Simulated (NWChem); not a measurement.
Molecule: SiH$_{2}$, singlet; SMILES [SiH2]

```xyz
3

Si     0.0000     0.0000     0.1338
H      1.0934     0.0000    -0.9369
H     -1.0934     0.0000    -0.9369
```
Atoms are numbered in this order, from 1.

All runs: NWChem. Low-valent species are run as closed-shell singlets; no triplet was tried in these runs. Geometry: optimised at B3LYP/6-31G* (spherical d). B3LYP is NWChem's, with the RPA form of VWN correlation. Total energies compare along this basis series because the functional is fixed.

```
level              basis functions  energy (Ha)  highest occupied level (eV)  orbital gap (eV)  dipole (D)
-----------------  ---------------  -----------  ---------------------------  ----------------  ----------
B3LYP/pcseg-1                   28    -290.6211                        -6.66              3.32        0.28
B3LYP/aug-pcseg-1               45    -290.6219                        -6.70              3.33        0.15
B3LYP/pcseg-2                   62    -290.6482                        -6.70              3.37        0.10
B3LYP/STO-3G                    11    -287.2270                        -3.39              4.38        0.18
B3LYP/def2-SVP                  28    -290.5385                        -6.62              3.39        0.25
```
